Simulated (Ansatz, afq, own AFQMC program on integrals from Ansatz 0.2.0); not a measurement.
# BH$_{3}$Br, doublet: AFQMC among the cluster methods

```xyz
5

Br   -0.4272    0.0000    0.0000
H     0.9934    0.0000    0.0000
B     2.5028    0.0000    0.0000
H     3.0119    0.0000    1.0770
H     3.0119    0.0000   -1.0770
```

Connectivity, by distances: Br ··· BH2, 1 bridging H.

Basis cc-pVTZ. Noble-gas cores (and the filled d shells of Ga–Kr and In–Xe) are frozen. Integrals, coupled cluster, full CI and functionals: Ansatz 0.2.0; the random walks run on the same integrals in our own AFQMC program. The CISD trial takes its coefficients from CCSD amplitudes. Released means that phaseless walkers are propagated on without the constraint, phases kept. Uncertainties: one standard error, sampling alone. No spin–orbit coupling.

Determinant: UHF, the one that the program's search chose, which needn't be the lowest solution. The geometry is a point of a scan.

No full CI on the walks' own integrals is used here. The released AFQMC energy serves as the reference, which it does only where one determinant dominates, the energy is flat over the last release times and near the phaseless one (40 meV or 2 meV an electron, half that with transition metals). On small molecules, where full CI could be run and the noise was under 10 meV, such values lay within 10 meV of it in 19 cases of 20, a flattering rate, since the rule was set on those same cases; what remains of the bias isn't in the error bar.

Cautions: no relativity below Rb; no spin-orbit coupling; inner d shell frozen; the released value is read at 2.40 1/Eh (meV from the phaseless value at times in 1/Eh: -1 ± 4 at 0.24, -7 ± 5 at 0.51, -7 ± 5 at 0.99, -2 ± 7 at 1.62, -1 ± 7 at 2.40).

The T1 diagnostic is 0.0123 and the weight of the determinant in the CISD state is 0.874. The ⟨S²⟩ of the determinant is 0.771. The size of the correlated space is 13 electrons in 100 orbitals.

Reference: AFQMC with the constraint released, correlation energy -8.628 ± 0.007 eV.

```csv
level,E − E(reference) (kcal/mol),share of correlation (%)
HF,198.96 ± 0.16,0.00
MP2,29.79 ± 0.16,85.03
CCSD,7.09 ± 0.16,96.44
CCSD(T),0.76 ± 0.16,99.62
ph-AFQMC/CISD,0.01 ± 0.21,99.99
```

A walk keeps the symmetry of its determinant, which the program's search chose and which needn't be the lowest solution, so a lower state of the same spin and another symmetry isn't excluded. Released energies are given only where the last usable release times agree within the noise; a slower fall can still hide under it.
